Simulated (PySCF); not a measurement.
# AlO (oxoaluminum): UMP2/STO-3G

Aim: the vertical doublet–quartet gap of AlO (oxoaluminum) at UMP2/STO-3G, from 2 runs. The job is set up through a Python script.

Program for the calculation: PySCF 2.14.0.

17 further runs of the same task are left out: 7 that didn't finish, 10 set aside as unsound or not needed.

### 1 The structure to begin with

The species is AlO (2 atoms), meant as a doublet with charge 0. SMILES: `[O]=[Al]`. The shape is that of a PBE0-D4/def2-TZVP optimisation.

Bond lengths: O1–Al2 1.620 Å.

### 2 A single-point energy at UMP2/STO-3G

input.py

```python
# oxoaluminum
from pyscf import gto, mp

mol = gto.M(
    atom='''
O      0.000000     0.000000    -0.047092
Al     0.000000     0.000000     3.014056
''',
    basis='sto-3g',
    verbose=3,
    spin=1,
    max_memory=1860,
    unit='bohr',
)

mf = mol.UHF()
mf.conv_tol = 1e-10
mf.kernel()
if not mf.converged:
    mf = mf.newton().run(mf.mo_coeff, mf.mo_occ)

pt = mp.MP2(mf, frozen=6).run()
e_final = pt.e_tot
print(f'total energy: {e_final:.8f} hartree')
```

Command:

```
$ OMP_NUM_THREADS=1 python input.py
```

What it wrote:

```text
converged SCF energy = -312.772545390759  <S^2> = 0.77299315  2S+1 = 2.0228625
E(UMP2) = -312.825795445711  E_corr = -0.053250054951669
E(SCS-UMP2) = -312.825364516351  E_corr = -0.052819125591289
total energy: -312.82579545 hartree
```

Run time: 0.6 s. Hardware: 1 thread of Arm Neoverse V2, shared host; peak memory 0.12 GiB.

### 3 The quartet

input.py

```python
from pyscf import gto, scf, mp

mol = gto.M(
    atom='''
O      0.000000     0.000000    -0.047092
Al     0.000000     0.000000     3.014056
''',
    max_memory=1860,
    unit='bohr',
    spin=3,
    basis='sto-3g',
    verbose=3,
)

hf = scf.UHF(mol)
hf.conv_tol = 1e-10
hf.kernel()
if not hf.converged:
    hf = hf.newton().run(hf.mo_coeff, hf.mo_occ)

pt = mp.MP2(hf, frozen=6).run()
etot = pt.e_tot
print('Final energy', etot)
```

Command:

```
$ OMP_NUM_THREADS=1 python input.py
```

What it wrote:

```text
WARN: HOMO 0.242350115710012 >= LUMO -0.449768094916418

converged SCF energy = -312.644382306508  <S^2> = 3.7568992  2S+1 = 4.0034481
E(UMP2) = -312.663710964285  E_corr = -0.0193286577769636
E(SCS-UMP2) = -312.664773696878  E_corr = -0.0203913903706579
Final energy -312.6637109642846
```

Run time: 0.58 s. Hardware: 1 thread of Arm Neoverse V2, shared host; peak memory 0.12 GiB.

### 4 Results

Level: UMP2/STO-3G, 6 core orbitals frozen.

| quantity | value |
| --- | --- |
| doublet: total energy | -312.82580 Eh |
| doublet: dipole moment (Hartree–Fock density) | 2.06 D |
| doublet: HOMO energy (Hartree–Fock orbitals) (highest over α and β) | -5.52 eV |
| doublet: LUMO energy (Hartree–Fock orbitals) (lowest over α and β) | 8.49 eV |
| doublet: correlation energy (6 core orbitals frozen) | -53.3 mEh |
| doublet: ⟨S²⟩ of the reference determinant | 0.773 |
| quartet: total energy | -312.66371 Eh |
| quartet: dipole moment (Hartree–Fock density) | 2.58 D |
| quartet: HOMO energy (Hartree–Fock orbitals) (highest over α and β) | -0.03 eV |
| quartet: LUMO energy (Hartree–Fock orbitals) (lowest over α and β) | 7.04 eV |
| quartet: correlation energy (6 core orbitals frozen) | -19.3 mEh |
| quartet: ⟨S²⟩ of the reference determinant | 3.757 |
| vertical energy of the quartet above the doublet | 4.411 eV |

**Reading.** At this shape the quartet lies 4.41 eV (102 kcal/mol) above the doublet. In a minimal basis such a difference can be off by several eV, whatever the method.
